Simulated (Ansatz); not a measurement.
```xyz
6

F    -0.8417    0.6992    1.9325
Al   -0.8321    0.3007    0.3300
P     0.8527   -1.1060   -0.4016
H    -2.0225    0.8394   -0.5540
H     0.9999   -0.3659   -1.6074
H     1.8436   -0.3674    0.3006
```

Total charge 0; spin multiplicity 1.

Question: List the r2SCAN/def2-TZVPP orbital energies in eV (the Gaussian-basis code of Ansatz). (An estimate is asked.)

Answer: Ansatz gave: Occupied: -2088.41, -1517.75, -665.34, -175.89, -125.39, -125.34, -125.29, -111.22, -71.57, -71.36, -71.31, -30.06, -16.50, -11.54, -10.32, -10.08, -9.91, -9.28, -8.15, -6.76. Lowest empty: -1.71, -0.61, -0.41, 0.44, 0.83, 2.64, 3.37, 3.95.
